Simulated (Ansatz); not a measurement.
Basis-set extrapolation for C$_{2}$H$_{4}$O$_{2}$S (`O=C(S)CO`) (PBE0-D4/def2-TZVP geometry, frozen core, Ansatz). Multiplicity 1, RHF reference.

```tsv
	def2-TZVPP	def2-QZVPP
HF	-625.421648	-625.443311
MP2 correlation	-0.971083	-1.046129
CCSD(T) correlation	-1.043279	not run
```

Energies in hartree. Use E(X) = E(∞) + A·exp(−7.88·√X) for Hartree–Fock and E(X) = E(∞) + B·X^(−2.97) for correlation, with X = 3 and 4, and add CCSD(T) minus MP2 of the smaller set to the MP2 limit.

What is the CCSD(T) energy at the basis-set limit?

HF limit: -625.443311 + (-0.021663) × 0.13774 = -625.44629. MP2 limit: -1.046129 + (-0.075046) × 0.74074 = -1.10172. Higher-order term: -1.043279 − (-0.971083) = -0.07220. Total: -626.62021 hartree, 407.7 kJ/mol below CCSD(T)/def2-TZVPP.
